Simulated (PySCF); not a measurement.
A structure optimised at PBE-D3(BJ)/def2-TZVP, used in a PySCF frequency run:

```
C
H 1 1.1008
H 1 1.1008 2 108.28
H 1 1.1101 2 106.04 3 -113.44
C 1 1.4827 2 112.03 4 -122.51
H 5 1.0896 1 121.01 2 -154.85
H 5 1.0896 6 117.55 1 172.50
```
Charge 0, spin multiplicity 2.

### Question
Write its SMILES, formula and point group.

### Answer
[CH2]C, C₂H₅, Cs

### Question
What are its rotational constants (standard atomic weights)?

### Answer
102.66, 22.762, 21.067 GHz
